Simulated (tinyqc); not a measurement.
Worked calculation: MP2 on RHF in the sto-3g basis, frozen core, for H2F+, spin multiplicity 1. One step of it, computed by the program tinyqc.

Question. Integrals over molecular orbitals. (pq|rs) = sum C_ip C_jq C_kr C_ls (ij|kl), one index at a time.

coefficients C:
```
              MO1        MO2        MO3        MO4       MO5        MO6        MO7
1F 1s    0.994809  -0.251072   0.005125   0.067423  0.000000   0.093949   0.011897
1F 2s    0.022039   0.955374  -0.026466  -0.335307  0.000000  -0.568644  -0.076383
1F 2px   0.000000   0.000000   0.000000   0.000000  1.000000   0.000000   0.000000
1F 2py   0.000099   0.003580   0.760697  -0.037237  0.000000   0.075044  -0.747695
1F 2pz   0.002237   0.100358   0.037496   0.845387  0.000000  -0.589029  -0.068832
2H 1s   -0.003722   0.083950   0.352464   0.222951  0.000000   0.624787   0.851515
3H 1s   -0.003497   0.079301  -0.330592   0.253901  0.000000   0.781964  -0.691665
```

core Hamiltonian H = T + V (hartree), lower triangle:
```
             1F 1s       1F 2s     1F 2px     1F 2py     1F 2pz      2H 1s      3H 1s
1F 1s   -41.007729
1F 2s    -9.623545  -11.483755
1F 2px    0.000000    0.000000  -9.128767
1F 2py   -0.000412   -0.004775   0.000000  -9.221332
1F 2pz   -0.013917   -0.171389   0.000000  -0.002475  -9.192089
2H 1s    -1.418507   -3.282022   0.000000  -1.714090  -1.465846  -5.153910
3H 1s    -1.332105   -3.126972   0.000000   1.645920  -1.409829  -1.322283  -5.058984
```

Two-electron integrals (ij|kl) in chemists' order, unique and non-zero (hartree):
```
(11|11) 5.403501    (21|11) 0.841920    (21|21) 0.156299    (22|11) 1.268028
(22|21) 0.292344    (22|22) 0.926167    (31|31) 0.027998    (32|31) 0.043169
(32|32) 0.204588    (33|11) 1.264502    (33|21) 0.292403    (33|22) 0.925959
(33|33) 0.997514    (41|41) 0.027998    (42|41) 0.043169    (42|42) 0.204588
(43|43) 0.053770    (44|11) 1.264502    (44|21) 0.292403    (44|22) 0.925959
(44|33) 0.889973    (44|44) 0.997514    (51|51) 0.027998    (52|51) 0.043169
(52|52) 0.204588    (53|53) 0.053770    (54|54) 0.053770    (55|11) 1.264502
(55|21) 0.292403    (55|22) 0.925959    (55|33) 0.889973    (55|44) 0.889973
(55|55) 0.997514    (61|11) 0.124776    (61|21) 0.022974    (61|22) 0.042719
(61|33) 0.042653    (61|41) 0.000726    (61|42) 0.001364    (61|44) 0.042775
(61|51) 0.000600    (61|52) 0.001128    (61|54) 0.000101    (61|55) 0.042736
(61|61) 0.003412    (62|11) 0.322272    (62|21) 0.075325    (62|22) 0.266974
(62|33) 0.263029    (62|41) 0.003962    (62|42) 0.031160    (62|44) 0.269902
(62|51) 0.003276    (62|52) 0.025764    (62|54) 0.005682    (62|55) 0.267728
(62|61) 0.011240    (62|62) 0.095456    (63|31) 0.007809    (63|32) 0.046560
(63|43) 0.006528    (63|53) 0.005398    (63|63) 0.014017    (64|11) 0.171072
(64|21) 0.040491    (64|22) 0.153611    (64|33) 0.147083    (64|41) 0.009669
(64|42) 0.063520    (64|44) 0.163912    (64|51) 0.001538    (64|52) 0.014023
(64|54) 0.008518    (64|55) 0.149662    (64|61) 0.006291    (64|62) 0.067380
(64|64) 0.061225    (65|11) 0.141448    (65|21) 0.033479    (65|22) 0.127010
(65|33) 0.121612    (65|41) 0.001538    (65|42) 0.014023    (65|44) 0.124732
(65|51) 0.009081    (65|52) 0.058155    (65|54) 0.009108    (65|55) 0.134541
(65|61) 0.005201    (65|62) 0.055712    (65|64) 0.039032    (65|65) 0.046290
(66|11) 0.485119    (66|21) 0.115242    (66|22) 0.471541    (66|33) 0.455673
(66|41) 0.007452    (66|42) 0.082983    (66|44) 0.483637    (66|51) 0.006162
(66|52) 0.068613    (66|54) 0.023121    (66|55) 0.474791    (66|61) 0.017298
(66|62) 0.218297    (66|64) 0.179156    (66|65) 0.148131    (66|66) 0.774606
(71|11) 0.117113    (71|21) 0.021566    (71|22) 0.040111    (71|33) 0.040049
(71|41) -0.000680   (71|42) -0.001278   (71|44) 0.040163    (71|51) 0.000562
(71|52) 0.001057    (71|54) -0.000095   (71|55) 0.040127    (71|61) 0.003165
(71|62) 0.010296    (71|64) 0.005299    (71|65) 0.004768    (71|66) 0.015737
(71|71) 0.003006    (72|11) 0.306453    (72|21) 0.071644    (72|22) 0.254394
(72|33) 0.250613    (72|41) -0.003766   (72|42) -0.029788   (72|44) 0.257196
(72|51) 0.003116    (72|52) 0.024646    (72|54) -0.005447   (72|55) 0.255120
(72|61) 0.010429    (72|62) 0.075605    (72|64) 0.036570    (72|65) 0.042952
(72|66) 0.142903    (72|71) 0.010038    (72|72) 0.087120    (73|31) 0.007380
(73|32) 0.044184    (73|43) -0.006219   (73|53) 0.005145    (73|63) 0.010743
(73|73) 0.012714    (74|11) -0.163886   (74|21) -0.038795   (74|22) -0.147447
(74|33) -0.141208   (74|41) 0.009160    (74|42) 0.060492    (74|44) -0.157274
(74|51) -0.001473   (74|52) -0.013493   (74|54) 0.008147    (74|55) -0.143691
(74|61) -0.005410   (74|62) -0.036951   (74|64) -0.007441   (74|65) -0.020567
(74|66) -0.062960   (74|71) -0.005656   (74|72) -0.061971   (74|74) 0.056474
(75|11) 0.135596    (75|21) 0.032098    (75|22) 0.121995    (75|33) 0.116833
(75|41) -0.001473   (75|42) -0.013493   (75|44) 0.119834    (75|51) 0.008599
(75|52) 0.055348    (75|54) -0.008702   (75|55) 0.129178    (75|61) 0.004866
(75|62) 0.043195    (75|64) 0.020483    (75|65) 0.035000    (75|66) 0.090409
(75|71) 0.004679    (75|72) 0.051273    (75|74) -0.036206   (75|75) 0.042670
(76|11) 0.118841    (76|21) 0.028097    (76|22) 0.110216    (76|33) 0.107884
(76|41) -0.000010   (76|42) -0.000128   (76|44) 0.109663    (76|51) 0.001849
(76|52) 0.018235    (76|54) -0.000032   (76|55) 0.112984    (76|61) 0.004160
(76|62) 0.040734    (76|64) 0.025052    (76|65) 0.027174    (76|66) 0.104155
(76|71) 0.003907    (76|72) 0.039096    (76|74) -0.024363   (76|75) 0.026273
(76|76) 0.022637    (77|11) 0.474613    (77|21) 0.112767    (77|22) 0.462488
(77|33) 0.447118    (77|41) -0.007184   (77|42) -0.080676   (77|44) 0.474194
(77|51) 0.005944    (77|52) 0.066750    (77|54) -0.022402   (77|55) 0.465653
(77|61) 0.016401    (77|62) 0.147125    (77|64) 0.064275    (77|65) 0.092449
(77|66) 0.315111    (77|71) 0.015887    (77|72) 0.206435    (77|74) -0.170811
(77|75) 0.141326    (77|76) 0.104155    (77|77) 0.774606
```

Give: one-electron integrals over orbitals h = C^T H C; Two-electron integrals over orbitals.

Answer.

one-electron integrals over orbitals h = C^T H C (hartree), lower triangle:
```
          1        2        3        4        5        6        7
1  -40.9901
2    0.6922  -9.5952
3   -0.0136   0.0250  -7.9850
4   -0.1755   0.3852  -0.0325  -8.4866
5    0.0000   0.0000   0.0000   0.0000  -9.1288
6   -0.2493   1.2776  -0.1725   1.5863   0.0000  -5.6374
7   -0.0315   0.1622   2.1406   0.0621   0.0000  -0.0018  -5.8439
```

Two-electron integrals over orbitals (pq|rs), unique and non-zero (hartree); the lowest 1 orbital is frozen and left out:
```
(22|22) 0.8606     (32|22) 0.0008     (32|32) 0.1557     (33|22) 0.7576
(33|32) -0.0019    (33|33) 0.7319     (42|22) -0.0048    (42|32) 4.12e-04
(42|33) -0.0101    (42|42) 0.1569     (43|22) 0.0026     (43|32) 0.0051
(43|33) 0.0039     (43|42) -0.0043    (43|43) 0.0505     (44|22) 0.7981
(44|32) -0.0051    (44|33) 0.7009     (44|42) -0.0871    (44|43) 0.0032
(44|44) 0.8491     (52|52) 0.1824     (53|52) -0.0027    (53|53) 0.0385
(54|52) -0.0358    (54|53) 0.0009     (54|54) 0.0527     (55|22) 0.8817
(55|32) -0.0038    (55|33) 0.7469     (55|42) -0.0571    (55|43) 0.0040
(55|44) 0.8145     (55|55) 0.9975     (62|22) -0.1404    (62|32) 0.0058
(62|33) -0.0904    (62|42) -0.0470    (62|43) -0.0018    (62|44) -0.0858
(62|55) -0.1414    (62|62) 0.0768     (63|22) 0.0172     (63|32) 0.0167
(63|33) 0.0162     (63|42) -0.0054    (63|43) 0.0169     (63|44) 0.0122
(63|55) 0.0187     (63|62) -0.0071    (63|63) 0.0614     (64|22) -0.1603
(64|32) -0.0048    (64|33) -0.0999    (64|42) 0.0263     (64|43) -0.0038
(64|44) -0.1649    (64|55) -0.1694    (64|62) 0.0594     (64|63) -0.0147
(64|64) 0.0944     (65|52) -0.0479    (65|53) 0.0025     (65|54) -0.0105
(65|65) 0.0253     (66|22) 0.5756     (66|32) -0.0148    (66|33) 0.5516
(66|42) 0.0654     (66|43) -0.0117    (66|44) 0.5434     (66|55) 0.5510
(66|62) -0.0585    (66|63) -0.0147    (66|64) -0.0292    (66|66) 0.5539
(72|22) -0.0180    (72|32) -0.0656    (72|33) -0.0081    (72|42) -0.0012
(72|43) 0.0245     (72|44) -0.0136    (72|55) -0.0179    (72|62) 0.0035
(72|63) 0.0250     (72|64) 0.0072     (72|66) -0.0089    (72|72) 0.0549
(73|22) -0.2067    (73|32) 0.0086     (73|33) -0.1651    (73|42) 0.0625
(73|43) 1.38e-04   (73|44) -0.1874    (73|55) -0.2300    (73|62) 0.0640
(73|63) -0.0049    (73|64) 0.0987     (73|66) -0.0224    (73|72) 0.0106
(73|73) 0.1624     (74|22) -0.0059    (74|32) 0.0577     (74|33) -0.0030
(74|42) -0.0030    (74|43) -0.0030    (74|44) -0.0077    (74|55) -0.0065
(74|62) 0.0048     (74|63) 0.0434     (74|64) -0.0025    (74|66) -0.0165
(74|72) -0.0091    (74|73) 0.0100     (74|74) 0.0534     (75|52) -0.0060
(75|53) -0.0250    (75|54) 2.10e-04   (75|65) 0.0010     (75|75) 0.0188
(76|22) 0.0025     (76|32) 0.0827     (76|33) 0.0016     (76|42) 0.0023
(76|43) 0.0508     (76|44) -0.0049    (76|55) 3.62e-04   (76|62) -0.0032
(76|63) 0.0724     (76|64) -0.0121    (76|66) -0.0306    (76|72) 0.0088
(76|73) 0.0128     (76|74) 0.0638     (76|76) 0.1478     (77|22) 0.5954
(77|32) 0.0195     (77|33) 0.5986     (77|42) 0.0127     (77|43) 0.0098
(77|44) 0.5691     (77|55) 0.5800     (77|62) -0.0408    (77|63) 0.0205
(77|64) -0.0301    (77|66) 0.5302     (77|72) -0.0036    (77|73) -0.0520
(77|74) 0.0138     (77|76) 0.0297     (77|77) 0.5726
```
